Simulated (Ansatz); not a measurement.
**BPH₃ (doublet): wave-function methods side by side, cc-pVDZ**

How much of the correlation energy of BPH₃ (doublet) does each wave-function method recover here?

Method: cc-pVDZ, core rule «outside noble gas», up to 6 orbitals frozen; program: Ansatz 0.2.0, Gaussian basis.

The runs, in order: UHF; CCSD(T) on ROHF; CCSD(T) on UHF; BCCD(T) on ROHF; CISD; CCSDT(Q) on ROHF; CCSDT(Q) on UHF.

17 further runs of the same task are left out: 10 that didn't finish, 7 set aside as unsound or not needed.

### Step 1. The geometry

The geometry is a PBE0/def2-TZVP stationary point (not a proven minimum).

5 atoms, charge 0, spin multiplicity 2.

Atoms are counted from 1 here; the program's logs count them from 0.

Bond lengths: B1–P2 1.817 Å, B1–H3 1.187 Å, P2–H4 1.416 Å, P2–H5 1.410 Å. Angles: P2–B1–H3 136.1°, B1–P2–H4 108.9°, B1–P2–H5 105.9°, H4–P2–H5 100.2°.

### Step 2. UHF

in.yaml

```yaml
crystal:
  periodic: [false, false, false]
  atoms:
    - {symbol: B, position_ang: [0.099987, 0.159970, 1.324829]}
    - {symbol: P, position_ang: [-0.079971, -0.033477, -0.473099]}
    - {symbol: H, position_ang: [0.033993, -0.552065, 2.271946]}
    - {symbol: H, position_ang: [0.685590, -1.148850, -0.892407]}
    - {symbol: H, position_ang: [0.665456, 1.013847, -1.051220]}
basis:
  gaussian: {orbitals: cc-pVDZ}
magnetization: {spin_polarized: true, initial_magnetization: 1}
hamiltonian: {xc: hf}
output: {orbitals: {seedname: orbitals}}
```

Launch:

```
> ansatz run in.yaml --threads 1 --pin off --events-out ev --progress --plain --max-ram 2393MiB
```

The runs that follow: CCSD(T) on ROHF; CCSD(T) on UHF; BCCD(T) on ROHF; CISD; CCSDT(Q) on ROHF; CCSDT(Q) on UHF.

**Question.** What will the summary of the whole plan be? Wanted: UCCSDT(Q) below the RHF energy; RMP2 from UCCSDT(Q); UMP2 from UCCSDT(Q); RCCSD from UCCSDT(Q); RCCSD(T) from UCCSDT(Q); UCCSD(T) from UCCSDT(Q); RCCSDT(Q) from UCCSDT(Q); T1 diagnostic.

As calculated:

```
                         quantity                               value
   UCCSDT(Q) below the RHF energy                          -6.3979 eV
              RMP2 from UCCSDT(Q)                         +1258.1 meV
              UMP2 from UCCSDT(Q)                         +1251.7 meV
             RCCSD from UCCSDT(Q)                          +233.7 meV
          RCCSD(T) from UCCSDT(Q)                           +44.3 meV
          UCCSD(T) from UCCSDT(Q)                           +44.1 meV
         RCCSDT(Q) from UCCSDT(Q)                            +1.2 meV
levels within 1 kcal/mol (43 meV)  BCCD(T), RCCSDT, UCCSDT, RCCSDT(Q)
                    T1 diagnostic                               0.024
```

RCCSD(T) lands +44.3 meV from the yardstick (0.7 % of the correlation energy). These misses are within one basis, not against nature; the frozen cores of restricted and unrestricted runs differ, which can shift their rows.
